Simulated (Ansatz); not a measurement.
in.yaml

```yaml
crystal:
  periodic: [false, false, false]
  atoms:
    - {symbol: Si, position_ang: [0.000000, 0.000000, 0.000000]}
    - {symbol: H, position_ang: [0.000000, 0.000000, 1.696000]}
basis:
  gaussian: {orbitals: "6-31++G**"}
total_charge: 1
magnetization: {spin_polarized: false, initial_magnetization: 2}
correlation: {method: fic_mrcisd_q, electrons: outside_noble_gas, active_space: {window: {electrons: 2, orbitals: 7}, states: [{multiplicity: 3, weights: [0.5, 0.5, 0.5]}]}}
```

```sh
$ ansatz run in.yaml --threads 1 --pin off --events-out ev --progress --plain --max-ram 2393MiB
```

The program prints:

```
411 factors; integrals over basis functions are off by at most 1.7e-7 eV
mean field evaluation 1: about -7865.6296 eV, gradient 4.6e0 eV
mean field evaluation 2: about -7865.6338 eV, gradient 4.7e0 eV
mean field evaluation 4: about -7865.9077 eV, gradient 5.6e-1 eV
mean field evaluation 8: about -7865.9339 eV, gradient 5.4e-2 eV
mean field evaluation 16: about -7865.9394 eV, gradient 2.4e-3 eV
mean field -7865.93404704 eV, -289.0677445070 hartree, gradient 4.6e-6 eV, S^2 2.000000; 2 other end points of the search recorded, 0 dependent functions left out
reference -7865.93404704 eV, -289.0677445070 hartree; 8, 6 occupied and 21, 23 virtual orbitals, 411 factors
state -7866.02234674 eV, -289.0709894612 hartree
state -7865.95110252 eV, -289.0683712846 hartree
state -7861.42917104 eV, -288.9021933676 hartree
contracted CI cycle   1: correlation 0.00000000 eV, 0.0000000000 hartree, residual 8.12e0 eV
contracted CI cycle   2: correlation -1.49250269 eV, -0.0548484623 hartree, residual 2.22e0 eV
contracted CI cycle   3: correlation -1.61232486 eV, -0.0592518457 hartree, residual 7.40e-1 eV
contracted CI cycle   4: correlation -1.62628176 eV, -0.0597647523 hartree, residual 2.43e-1 eV
contracted CI cycle   5: correlation -1.62773347 eV, -0.0598181016 hartree, residual 7.35e-2 eV
...
state -7866.02234674 eV, -289.0709894612 hartree; corrected -7867.75257996 eV, -289.1345743594 hartree
...
state -7865.95110252 eV, -289.0683712846 hartree; corrected -7867.74414839 eV, -289.1342645048 hartree
...
contracted CI cycle   2: correlation -1.94374754 eV, -0.0714314044 hartree, residual 2.98e0 eV
contracted CI cycle   3: correlation -2.30889076 eV, -0.0848501703 hartree, residual 1.54e0 eV
contracted CI cycle   4: correlation -2.37341767 eV, -0.0872214905 hartree, residual 4.04e-1 eV
contracted CI cycle   5: correlation -2.37770769 eV, -0.0873791461 hartree, residual 1.15e-1 eV
contracted CI cycle   6: correlation -2.37804927 eV, -0.0873916987 hartree, residual 3.05e-2 eV
contracted CI cycle   7: correlation -2.37807101 eV, -0.0873924976 hartree, residual 7.49e-3 eV
contracted CI cycle   8: correlation -2.37807283 eV, -0.0873925647 hartree, residual 2.84e-3 eV
contracted CI cycle   9: correlation -2.37807309 eV, -0.0873925740 hartree, residual 9.26e-4 eV
contracted CI cycle  10: correlation -2.37807311 eV, -0.0873925749 hartree, residual 2.84e-4 eV
contracted CI cycle  11: correlation -2.37807311 eV, -0.0873925750 hartree, residual 7.45e-5 eV
state -7861.42917104 eV, -288.9021933676 hartree; corrected -7864.24371159 eV, -289.0056258251 hartree
Total energy: -7866.58014665 eV, -289.0914882298 hartree
```

Natural occupations, averaged over the states: 0.6657 0.6650 0.6649 0.0014 0.0013 0.0011 0.0007.

The total printed last is the weighted mean of the 3 states, 1.172 eV above the lowest of them, and is no single state's energy.

Ran on 1 thread of Intel Xeon Platinum 8259CL, shared host: 3.2 s wall, 0.14 GiB peak host memory.
